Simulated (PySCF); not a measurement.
Species: neopentane, C5H12.
Numbering: `[CH3:1][C:2]([CH3:3])([CH3:4])[CH3:5]` (hydrogens: H6, H7, H8 on C1; H9, H10, H11 on C3; H12, H13, H14 on C4; H15, H16, H17 on C5)

Geometry (GFN2-xTB, Å), atoms numbered from 1 in this order:
```
atom  x, y, z in Å
C1    -0.348   -0.456    1.417
C2    -0.001    0.001   -0.001
C3     0.136    1.525   -0.028
C4    -1.112   -0.429   -0.962
C5     1.322   -0.637   -0.431
H6    -1.287   -0.014    1.743
H7    -0.447   -1.538    1.456
H8     0.431   -0.158    2.116
H9     0.384    1.870   -1.029
H10   -0.795    1.999    0.276
H11    0.922    1.849    0.651
H12   -2.061    0.017   -0.673
H13   -1.226   -1.511   -0.955
H14   -0.882   -0.116   -1.978
H15    1.244   -1.722   -0.420
H16    2.123   -0.345    0.244
H17    1.591   -0.323   -1.437
```

Computed with TDDFT PBE0/def2-SVPD, vertical, gas phase, core orbitals frozen in the response (PySCF).

Ground-to-excited transition dipoles (e·a0, same axes as the geometry; the sign carries no meaning), for the states with f of 0.002 or more among the lowest 3:

| state | E (eV) | μx | μy | μz |
| --- | --- | --- | --- | --- |
| S1 | 8.531 | -0.393 | 0.180 | 0.498 |
| S2 | 8.534 | -0.085 | -0.634 | 0.163 |
| S3 | 8.535 | 0.523 | 0.033 | 0.402 |

Question: Work out the oscillator strengths.

Answer: f = (2/3) ΔE |μ|² with ΔE in hartree (27.2114 eV).

| state | \|μ\|² (au) | \|μ\| (D) | f |
| --- | --- | --- | --- |
| S1 | 0.435 | 1.68 | 0.091 |
| S2 | 0.436 | 1.68 | 0.091 |
| S3 | 0.436 | 1.68 | 0.091 |

Question: What is the point group, and which symmetry does each of these states have?

Answer: Td. The ground state is totally symmetric, so the direction of μ fixes the label. Every allowed level is T2, three states with equal energy: S1/S2/S3.

Question: How is the summed strength of these states shared among x, y and z?

Answer: (2/3) Σ ΔE μα² gives 0.091 for x, 0.091 for y and 0.091 for z, 0.273 in all.

Question: What peak molar absorption coefficient would the strongest computed level give as a lone Gaussian band 0.5 eV wide at half height?

Answer: ε(max) = 2.175×10⁸ f / FWHM, with the width in cm⁻¹. S1/S2/S3 (f summed): 2.175×10⁸ × 0.2733 / 4033 ≈ 15000 L mol⁻¹ cm⁻¹.

S1/S2/S3 coincide within about 0.01 eV; within a degenerate level the directions of the single components are arbitrary.

Without π bonds the low states may be Rydberg-like; a valence basis with one diffuse set may place them up to an eV too high.
